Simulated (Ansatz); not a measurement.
Input file for Ansatz (an electronic-structure program): R-BLYP/def2-TZVPPD on CH4O (SMILES CO). Files ending in .json are basis or fitting sets from the Basis Set Exchange.

Ansatz 0.2 input:
```yaml
crystal:
  periodic: [false, false, false]
  atoms:
    - {symbol: O, position_ang: [-1.49849168, 0.71534576, -0.00289490]}
    - {symbol: H, position_ang: [-0.52594768, 0.74122576, -0.00794190]}
    - {symbol: C, position_ang: [-1.86824268, -0.64440024, -0.00766690]}
    - {symbol: H, position_ang: [-2.95449568, -0.69368024, -0.00341590]}
    - {symbol: H, position_ang: [-1.51497768, -1.17513624, -0.89702390]}
    - {symbol: H, position_ang: [-1.50765168, -1.18330524, 0.87379910]}
basis:
  gaussian:
    orbitals: def2-TZVPPD.json
hamiltonian:
  xc: {name: BLYP}
scf: {lower_state_search: off}
```

The log:

```
WARN ansatz: RAYON_NUM_THREADS=1 ignored (pool sized by the plan → 1); use --threads N
Functional definition: BLYP
these checks for a lower state are left out or cut short: stability, starts, cluster_reference, orbital_swaps, neighbouring_geometries, increment
integrals: 0.03 GiB planned
594 factors; their error is unknown
mean field: 0.38 GiB planned
mean field evaluation 1: about -3141.4023 eV, gradient 6.3e1 eV
mean field evaluation 2: about -3113.8373 eV, gradient 1.3e2 eV
mean field evaluation 4: about -3149.1879 eV, gradient 1.0e1 eV
mean field evaluation 8: about -3149.3837 eV, gradient 2.5e-2 eV
mean field evaluation 16: about -3149.3623 eV, gradient 9.6e-6 eV
mean field -3149.36233051 eV, -115.7369309319 hartree, gradient 2.6e-6 eV, S^2 0.000000; 0 other end points of the search recorded, 0 dependent functions left out
reference -3149.36262912 eV, -115.7369419054 hartree; 9, 9 occupied and 136, 136 virtual orbitals, 594 factors
Total energy: -3149.36262912 eV, -115.7369419054 hartree
Checks for a lower state left out: stability, starts, cluster_reference, orbital_swaps, neighbouring_geometries, increment
```

The calculation finished and met its thresholds.

Cost: about 0.5 core-seconds (a rough figure).
